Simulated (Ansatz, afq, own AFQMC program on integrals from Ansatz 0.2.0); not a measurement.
AFQMC on a folder of integrals that Ansatz 0.2.0 wrote.

```yaml
crystal:
  periodic: [false, false, false]
  atoms:
    - {symbol: Al, position_ang: [0.000000, 0.000000, 0.142386]}
    - {symbol: C, position_ang: [0.000000, 0.000000, -2.329349]}
    - {symbol: H, position_ang: [0.000000, 0.000000, 2.186963]}
basis:
  gaussian: {orbitals: 6-31G}
magnetization: {spin_polarized: false}
correlation: {method: ccsd_t, electrons: outside_noble_gas, hamiltonian_folder: ham}
```

```sh
$ ansatz run in.yaml --threads 1 --pin off --events-out ev --progress --plain --max-ram 15360MiB --backend cuda --devices 0, --max-vram 18GiB
```

afq runs on the folder ham with

```
--method phaseless --trial cisd --walkers 80 --populations 1 --least-time 40 --time-step 0.04 --steps-per-block 10 --equilibration-blocks 15 --max-blocks 150 --target-error 0.00136 --factor-cut 1e-05 --seed 839 --release-times 0.5,1,2 --release-step 0.05 --release-every 2 --taylor-order 4
```

Times are imaginary, in 1/Eh. The walk had a cap of 60 s.

Output of the walk:

```
orbitals 18  electrons 4 4  factors 101 of 297
reference energy -280.01337261 Eh
CCSD correlation -0.14750528 Eh in 20 cycles, weight of the determinant in the CISD state 0.6408
energy of the start -280.160878 Eh
 block  time / (1/Eh)  mean weight  energy / Eh
     1     0.400  0.9976  -280.159119
     2     0.800  1.0012  -280.161301
     3     1.200  1.0040  -280.163619
     4     1.600  1.0003  -280.163752
     5     2.000  0.9975  -280.160427
     8     3.200  0.9919  -280.163656
    11     4.400  1.0121  -280.168656
    17     6.800  1.0024  -280.165397
    23     9.200  0.9947  -280.177894
    29    11.600  0.9985  -280.160437
    35    14.000  1.0005  -280.180759
    41    16.400  0.9881  -280.166244
    47    18.800  1.0056  -280.168283
    53    21.200  1.0012  -280.175876
    59    23.600  1.0046  -280.172497
    65    26.000  0.9780  -280.190263
    71    28.400  1.0126  -280.161707
    77    30.800  0.9954  -280.172545
    81    32.400  1.0015  -280.158267
    83    33.200  0.9949  -280.165894
    89    35.600  1.0063  -280.159494
    95    38.000  1.0030  -280.166840
   101    40.400  1.0063  -280.174263
   107    42.800  1.0013  -280.163616
   113    45.200  1.0058  -280.181154
   115    46.000  1.0054  -280.170832
blocks merged  error / Eh  count
     1  0.000617  100
     2  0.000765  50
     4  0.000931  25
     8  0.000873  12
released: time / (1/Eh)  energy / Eh  error  mean overlap
  0.50  -280.171301  0.000940  0.9957
  1.00  -280.172610  0.000995  1.0013
  2.00  -280.172359  0.001504  1.0063
energy -280.170737 +/- 0.000931 Eh
(rows thinned)
```

The run passed its tests (sampling time, drift between the halves within three errors, error under three times the target), which doesn't prove that it has relaxed.

Against this walk (error 25.3 meV) on the same determinant: CCSD(T) 11.9 meV lower (within the noise), CCSDT(Q) 210.2 meV lower, CCSDTQ 205.9 meV lower, full CI 216.1 meV lower, a separate phaseless walk with a CISD trial and standard settings 16.4 ± 26.7 meV lower (within the noise). The error is statistical and leaves out the bias of the constraint. Released to 2.00 1/Eh the energy moves by -44 ± 48 meV (both errors), within twice the noise. Full CI is exact here, so the walk's 216 meV above it is the walk's own error: the bias of the constraint with this trial. The determinant is a poor start (see the cautions), so the low cluster orders aren't to be relied on, and full CI is the sure value.

Cautions: constraint bias not in the error; higher spins were not checked; restricted determinant unstable towards unrestricted (UHF 1.43 eV lower, ⟨S²⟩ 1.27); strong correlation (T1 0.122, weight of the determinant 0.64, largest double 0.19); (T) is large, 7 % of the CCSD correlation; (Q) is large, 108 meV, so the cluster series hasn't closed; CCSD(T) is in doubt: in a space of 8 electrons in 8 natural orbitals full CI lies 115 meV below it; the CCSDTQ amplitudes may be one of several solutions (largest double 0.62); the determinant fills πx and πy unequally, so it mixes two states of the linear molecule, and each level undoes that mixture to a different degree, while full CI gives the lower state, and by Hund's rule a triplet of that filling probably lies lower still; CCSDTQ on the UHF determinant differs (971 meV lower), perhaps since the unrestricted series falls towards higher spin; the bias of populations of 80 walkers isn't removed; the time-step error isn't removed.

The walk took 5.9 s on 1 × NVIDIA H100 80GB HBM3 with 2 threads of AMD EPYC 7R13 Processor (Zen 3) (shared host) (the card was shared). The log's last line is the phaseless energy.

CCSDT and higher add their correlation energy to the determinant of the CCSD(T) run, since their own runs factorise the integrals more tightly (a shift of under 2 meV).
